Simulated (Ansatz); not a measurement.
# C₂H₂ (singlet): from Hartree-Fock to the top rungs, STO-3G

Aim: climb from Hartree-Fock through coupled cluster and multireference methods for C₂H₂ (singlet) at one geometry and basis, and see what each rung misses.

Method: STO-3G, core rule «outside noble gas», up to 2 orbitals frozen; program: Ansatz 0.2.0, Gaussian basis.

To be run: UHF; CCSD(T) on RHF; CCSD(T) on UHF; BCCD(T) on RHF; CISD; CCSDT(Q) on RHF; CCSDT(Q) on UHF; CISDTQ; CCSDTQ on RHF; CCSDTQ on UHF; CASSCF and MRCISD+Q, 10 electrons in 10 orbitals; CASSCF and NEVPT2, 10 electrons in 10 orbitals; Full CI.

11 further runs of the same task are left out: 1 that didn't finish, 10 set aside as unsound or not needed.

## (1) What is computed

The geometry is an MP2(full)/6-31G* stationary point (not a proven minimum).

4 atoms, charge 0, spin multiplicity 1.

Atoms are counted from 1 here; the program's logs count them from 0.

Bond lengths: C1–C2 1.216 Å, C1–H4 1.066 Å, C2–H3 1.066 Å. Angles: C2–C1–H4 180.0°, C1–C2–H3 180.0°.

## (2) UHF

File in.yaml:

```yaml
crystal:
  periodic: [false, false, false]
  atoms:
    - {symbol: C, position_ang: [0.000000, 0.000000, 0.608080]}
    - {symbol: C, position_ang: [0.000000, 0.000000, -0.608080]}
    - {symbol: H, position_ang: [0.000000, 0.000000, -1.673990]}
    - {symbol: H, position_ang: [0.000000, 0.000000, 1.673990]}
basis:
  gaussian: {orbitals: STO-3G}
magnetization: {spin_polarized: true, initial_magnetization: 0}
hamiltonian: {xc: hf}
output: {orbitals: {seedname: orbitals}}
```

On the command line:

```
> ansatz run in.yaml --threads 1 --pin off --events-out ev --progress --plain --max-ram 8192MiB --backend cpu
```

After this run come: CCSD(T) on RHF; CCSD(T) on UHF; BCCD(T) on RHF; CISD; CCSDT(Q) on RHF; CCSDT(Q) on UHF; CISDTQ; CCSDTQ on RHF; CCSDTQ on UHF; CASSCF and MRCISD+Q, 10 electrons in 10 orbitals; CASSCF and NEVPT2, 10 electrons in 10 orbitals; Full CI.

Before running them: what should the planned runs give, taken together? Wanted: FCI below the RHF energy; RMP2 from FCI; RCCSD from FCI; RCCSD(T) from FCI; RCCSDT(Q) from FCI; NEVPT2 valence from FCI; MRCISD+Q valence from FCI; T1 diagnostic; effectively unpaired electrons.

**Answer**, as computed:

| quantity | value |
| --- | --- |
| FCI below the RHF energy | -4.7572 eV |
| RMP2 from FCI | +56.1 kJ/mol |
| RCCSD from FCI | +6.9 kJ/mol |
| RCCSD(T) from FCI | +5.2 kJ/mol |
| RCCSDT(Q) from FCI | +0.3 kJ/mol |
| NEVPT2 valence from FCI | 0.0 kJ/mol |
| MRCISD+Q valence from FCI | 0.0 kJ/mol |
| levels within 1 kcal/mol (43 meV) | CISDTQ, RCCSDT(Q), RCCSDTQ, CASSCF valence, NEVPT2 valence, MRCISD valence, MRCISD+Q valence |
| T1 diagnostic | 0.001 |
| effectively unpaired electrons | 0.12 |

In words: RCCSD(T) misses by +5.2 kJ/mol, 1.1 % of the correlation energy. One determinant dominates. Of the multireference levels listed NEVPT2 valence comes nearest in total energy (0.0 kJ/mol), which doesn't show that its space is the better one. These misses are within one basis, not against nature.
